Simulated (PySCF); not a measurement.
# AlS⁻ from Hartree–Fock to correlated methods

State: ¹Σ⁺ (singlet), closed shell. Set-up: Al def2-SVPD, S def2-SVPD; no relativity (PySCF 2.14). De refers to Al + S⁻ in their high-spin ground configurations, without counterpoise correction. A positive dipole points towards S; it is taken about the centre of mass and depends on that origin.

| Level | Re (Å) | ωe (cm⁻¹) | De (eV) | μ (D) | CPU s a point (SCF and correlation, without the integrals) |
| --- | --- | --- | --- | --- | --- |
| RHF | 2.100 | 595 | n/a | -0.75 | 0.077 |
| RHF-MP2 | 2.118 | 568 | n/a | n/a | 0.11 |
| RHF-SCS-MP2 | 2.119 | 568 | n/a | n/a | n/a |
| RHF-CCSD | 2.116 | 573 | n/a | n/a | n/a |
| RHF-CCSD(T) | 2.125 | 559 | n/a | n/a | 0.64 |
| PBE | 2.130 | 543 | 4.81 | -0.34 | 0.55 |
| revPBE | 2.137 | 538 | 4.62 | -0.33 | 0.49 |
| BP86 | 2.132 | 541 | 4.74 | -0.34 | 0.41 |
| TPSS | 2.124 | 551 | 4.73 | -0.24 | 0.81 |
| r²SCAN | 2.113 | 565 | 4.84 | -0.16 | 0.74 |
| PBE0 | 2.109 | 571 | 4.72 | -0.43 | 1 |
| CAM-B3LYP | 2.100 | 580 | 4.50 | -0.73 | 0.82 |

(1) What does a quarter of exact exchange do here, going from PBE to PBE0?

(2) What does second-order correlation do here, going from RHF to RHF-MP2?

Correlated steps freeze 10 core orbitals. For an ion De counts to the pair picked by the measured ionisation energies or electron affinities, which need not be the lowest pair at this level. The CCSD T1 diagnostic is raised, a sign that a single reference may not be enough here.

The whole job (state search and all levels along the bond) took about 1.4 min on 1 thread of Intel Xeon Platinum 8488C (shared host), peak memory 0.58 GiB.

## Answers

(1) PBE0 less PBE: -2.1 pm in Re, +5.2 % in ωe, -0.09 eV in De. Exact exchange removes part of the self-interaction that spreads semilocal densities, and in most molecules shortens and stiffens the bond and lowers De; so it does here.

(2) RHF-MP2 less RHF: +1.8 pm in Re, -4.5 % in ωe. Correlation nearly always deepens the well. The bond lengthens, as in strong covalent bonds, where excitations into antibonding orbitals dominate.
